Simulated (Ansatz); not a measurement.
A made-up structure of CH4NS, doublet:

N1  (-0.828, -0.482, -0.804)
C2  (1.663, -0.284, 0.269)
S3  (-0.014, 0.347, 0.015)
H4  (-1.734, -0.007, -0.887)
H5  (0.151, 1.582, -0.529)
H6  (-0.609, 0.557, 1.220)
H7  (1.368, -1.195, 0.723)
(Å)

It is relaxed with PBE-D4/def2-SVP and then PBE0-D4/def2-TZVP (Ansatz 0.2.0). Atoms count as bonded within 1.22 times the sum of their covalent radii (H–H: 0.88 Å). The end point is not checked to be a true minimum.

**Question.** Does its bonding change? (A judgement: the text doesn't fix the answer.)

**Answer.** By the calculation: No: no bond forms or breaks.

Where it ends: The first stage lowers the energy by 1.17 eV in 9 steps. It ends as CH₄NS ([CH][SH2][NH]):
| atom | x (Å) | y (Å) | z (Å) |
| --- | --- | --- | --- |
| N1 | -0.9729 | -0.5585 | -0.7561 |
| C2 | 1.4616 | -0.2224 | 0.6478 |
| S3 | -0.0162 | 0.2854 | 0.0752 |
| H4 | -1.8353 | -0.0883 | -1.0215 |
| H5 | 0.3006 | 1.5084 | -0.4708 |
| H6 | -0.5726 | 0.8526 | 1.1991 |
| H7 | 1.6316 | -1.2588 | 0.3317 |

Labels in which every atom is bracketed show which atoms are joined, not bond orders.

For scale, one of the runs: PBE0-D4/def2-TZVP relaxation, 123 basis functions, launched by `ansatz run in.yaml --threads 2 --pin off --events-out ev --progress --plain --max-ram 4352MiB`. The run took about 31 s on 2 CPU threads of an Arm Neoverse V2 (shared host).
